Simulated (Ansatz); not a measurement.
The inner images of a band of CH7B (9 atoms, charge 0, multiplicity 1) are given out of order.

All numbers below come from Ansatz, RKS PBE-D4/def2-SVP.

First end point:

```xyz
9
Properties=species:S:1:pos:R:3
B -0.011 -0.297 0.427
C -0.005 0.204 1.944
H -0.961 0.037 2.481
H 0.816 -0.219 2.559
H 0.154 1.304 1.928
H 1.032 -0.308 -0.223
H -0.955 -0.015 -0.308
H -0.632 -1.576 0.349
H 0.211 -1.704 0.395
```

Last end point:

```xyz
9
Properties=species:S:1:pos:R:3
B -0.108 -0.603 -0.242
C 0.022 0.007 2.162
H -0.943 0.081 2.696
H 0.841 -0.284 2.845
H 0.262 0.963 1.668
H 1.016 -0.201 -0.466
H -1.062 0.133 -0.388
H -0.298 -1.806 -0.166
H -0.081 -0.862 1.444
```

Question: Put them in order from the first end to the last, with their energies above the first end.
A.
```xyz
9
Properties=species:S:1:pos:R:3
B 0.003 -0.267 0.367
C 0.008 0.190 1.912
H -0.949 0.022 2.447
H 0.831 -0.241 2.518
H 0.175 1.288 1.894
H 1.062 -0.271 -0.240
H -0.997 0.014 -0.284
H -0.376 -1.665 0.079
H -0.107 -1.641 0.860
```
B.
```xyz
9
Properties=species:S:1:pos:R:3
B -0.041 -0.383 0.181
C 0.000 0.043 1.905
H -0.945 -0.063 2.472
H 0.841 -0.358 2.506
H 0.182 1.123 1.757
H 1.077 -0.221 -0.261
H -1.041 0.117 -0.291
H -0.243 -1.654 0.121
H -0.181 -1.176 1.164
```
C.
```xyz
9
Properties=species:S:1:pos:R:3
B -0.069 -0.516 -0.021
C -0.001 -0.007 2.019
H -0.942 -0.012 2.594
H 0.867 -0.329 2.621
H 0.184 1.005 1.626
H 1.068 -0.194 -0.299
H -1.030 0.163 -0.314
H -0.275 -1.728 -0.018
H -0.152 -0.954 1.344
```
D.
```xyz
9
Properties=species:S:1:pos:R:3
B 0.023 -0.289 0.407
C 0.005 0.203 1.931
H -0.949 0.010 2.462
H 0.835 -0.207 2.542
H 0.145 1.305 1.918
H 1.055 -0.270 -0.245
H -0.973 -0.035 -0.278
H -0.571 -1.568 0.154
H 0.079 -1.721 0.663
```
E.
```xyz
9
Properties=species:S:1:pos:R:3
B -0.024 -0.294 0.297
C 0.005 0.126 1.894
H -0.945 -0.039 2.444
H 0.832 -0.318 2.488
H 0.178 1.216 1.846
H 1.064 -0.248 -0.253
H -1.025 0.067 -0.298
H -0.228 -1.667 0.142
H -0.207 -1.414 0.993
```

Answer: D (+0.03 eV), A (+0.10 eV), E (+0.22 eV), B (+0.46 eV), C (+0.15 eV).

The run took 63 s on 1 thread of Arm Neoverse V2, on a shared host, peak memory 0.1 GiB.
